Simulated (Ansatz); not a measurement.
A made-up structure of MgBH4O (charge +1), singlet:

```json
{"atom": "B1", "x (Å)": "-1.8164", "y (Å)": "0.3822", "z (Å)": "-1.0998"}
{"atom": "Mg2", "x (Å)": "0.0915", "y (Å)": "-0.0177", "z (Å)": "0.0487"}
{"atom": "O3", "x (Å)": "1.7927", "y (Å)": "-0.3772", "z (Å)": "1.0839"}
{"atom": "H4", "x (Å)": "-2.3166", "y (Å)": "-0.4953", "z (Å)": "-1.7315"}
{"atom": "H5", "x (Å)": "-2.3066", "y (Å)": "1.4677", "z (Å)": "-1.0634"}
{"atom": "H6", "x (Å)": "2.2559", "y (Å)": "0.2409", "z (Å)": "1.6656"}
{"atom": "H7", "x (Å)": "-0.5315", "y (Å)": "-0.1844", "z (Å)": "1.6432"}
```

It is relaxed with PBE-D4/def2-SVP and then PBE0-D4/def2-TZVP (Ansatz 0.2.0). Atoms count as bonded within 1.22 times the sum of their covalent radii (H–H: 0.88 Å). The end point is not checked to be a true minimum.

Question: Does its bonding change? (A judgement: the text doesn't fix the answer.)

Answer: By the calculation: Yes. Formed: O3–H7; broken: Mg2–H7.

Where it ends: The first stage lowers the energy by 4.46 eV in 17 steps. It ends as MgBH₄O ([BH2][Mg][OH2]), total charge +1:
B1  (-1.986, 0.425, -1.363)
Mg2  (-0.329, 0.134, 0.151)
O3  (1.156, -0.131, 1.500)
H4  (-2.315, -0.487, -2.055)
H5  (-2.517, 1.488, -1.455)
H6  (2.106, -0.065, 1.333)
H7  (1.055, -0.348, 2.436)
(Å)

Labels in which every atom is bracketed show which atoms are joined, not bond orders.

For scale, one of the runs: PBE0-D4/def2-TZVP relaxation, 118 basis functions, launched by `ansatz run in.yaml --threads 2 --pin off --events-out ev --progress --plain --max-ram 4352MiB`. Hardware: 2 CPU threads of an Arm Neoverse V1, shared host. Wall time about 12 s.
